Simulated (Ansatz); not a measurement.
Relaxed structures of CH3SSi (charge +1), singlet (PBE0-D4/def2-TZVP; forces vanish, vibrations not checked; lower isomers may exist, and structures with a doubtful reference or unclear bonds are left out; Å). Program: Ansatz 0.2.0. Basis: def2-TZVPP. Cores are frozen in the correlated methods.

**Question.** Rank them by CCSD(T) energy, lowest first, and give each one's height above the lowest. Links in brackets join atoms within 1.22 times the sum of their covalent radii (1.1 for two metals). (An estimate is asked for; the value comes from the calculation.)
A.
CH₃SSi ([CH2][Si][SH]), total charge +1
```
6
angstrom
C -0.9783 0.2102 -0.9025
Si 0.3732 -0.3096 0.0321
S 1.1290 0.3230 1.8103
H -1.8674 -0.4226 -0.9352
H -0.7961 0.7763 -1.8182
H 2.1395 -0.5773 1.8134
```
B.
CH₃SSi ([CH2]1[SiH][S]1), total charge +1
```
6
angstrom
C -0.8296 0.2586 -0.6577
Si 0.6030 -0.7880 -0.3162
S 0.1306 0.6167 0.9923
H -1.8373 -0.1063 -0.4796
H -0.7592 1.0805 -1.3646
H 1.5418 -1.8783 -0.6347
```
C.
CH₃SSi ([SiH2][C][SH]), total charge +1
```
6
angstrom
C 0.2083 0.0873 0.3709
Si -0.8976 0.1161 -0.9312
S 1.0718 0.2748 1.6697
H -2.0774 -0.7535 -0.8274
H -0.5467 0.9489 -2.0898
H 2.0292 -0.6937 1.5229
```
D.
CH₃SSi ([CH]1[SiH][SH]1), total charge +1
```
6
angstrom
C -0.4484 -0.0042 -0.0540
Si 0.5487 -1.3292 -0.1014
S 0.4174 0.0629 1.5627
H -1.2068 0.6922 -0.3749
H 1.2249 -2.5905 -0.4364
H 1.4502 0.9245 1.3411
```

**Answer.** The calculation gives: B (0.0 kJ/mol), A (46.0 kJ/mol), C (136.8 kJ/mol), D (141.7 kJ/mol). Heights count from the lowest.

T1 diagnostic: at most 0.026. The T1 diagnostic is large here, which may signal multireference character or strong orbital relaxation, so CCSD(T) is less sure. The restricted Hartree–Fock reference is unstable towards an unrestricted one at one or more of these structures. A large double-excitation amplitude points to some diradical character; no triplet was computed.

For scale, one of the runs: CCSD(T)/def2-TZVPP, 157 basis functions, launched by `ansatz run in.yaml --threads 2 --pin off --events-out ev --progress --plain --max-ram 4352MiB`. Time: 11 s of wall clock on 2 CPU threads of an Intel Xeon Platinum 8488C; the host was shared. Peak host memory: 1 GiB.
